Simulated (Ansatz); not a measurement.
Al3H9⁺, that is (H2Al-mu-H)3 with one electron fewer. The state is a doublet with charge 1. Geometry r2SCAN-D4/def2-SVP, that of the neutral singlet; atoms count from 1.

```
atom    x (Å)    y (Å)    z (Å)
 Al1   0.4384  -1.3701  -0.3420
  H2   0.9005  -2.8255  -0.7035
  H3  -1.2172  -0.8965  -0.8195
  H4   0.6957  -0.1006  -1.5742
 Al5  -0.7286   0.8134  -0.9968
  H6   0.5656   1.6235  -0.0705
  H7  -1.5047   1.6753  -2.0537
  H8  -1.3485   0.8280   0.6816
 Al9   0.2903   0.5567   1.3387
 H10   0.6040   1.1504   2.7569
 H11  -0.3041  -1.1263   1.2678
 H12   1.6087  -0.3283   0.5151
```

Problem. Estimate the Mulliken populations from the PBE0/def2-TZVP orbitals of Ansatz.

Solution. 
| atom | charge (e) | spin (α − β) |
| --- | --- | --- |
| Al1 | 0.18 | -0.03 |
| H2 | 0.00 | 0.00 |
| H3 | 0.02 | 0.08 |
| H4 | 0.02 | 0.08 |
| Al5 | 0.26 | 0.15 |
| H6 | 0.02 | 0.08 |
| H7 | 0.00 | 0.00 |
| H8 | 0.02 | 0.08 |
| Al9 | 0.18 | -0.03 |
| H10 | 0.00 | 0.00 |
| H11 | 0.14 | 0.30 |
| H12 | 0.14 | 0.30 |
Mulliken values depend strongly on the basis.

Problem. Where does the spin sit?

Solution. Summed by element: Al 0.08, H 0.92, of 1 unpaired in all. Largest on single atoms: H11 0.30, H12 0.30, Al5 0.15.

Problem. And the Mayer bond orders between heavy atoms (over 0.3)?

Solution. Al1–Al5 0.40 (2.56 Å); Al1–Al9 0.35 (2.56 Å); Al5–Al9 0.40 (2.56 Å).
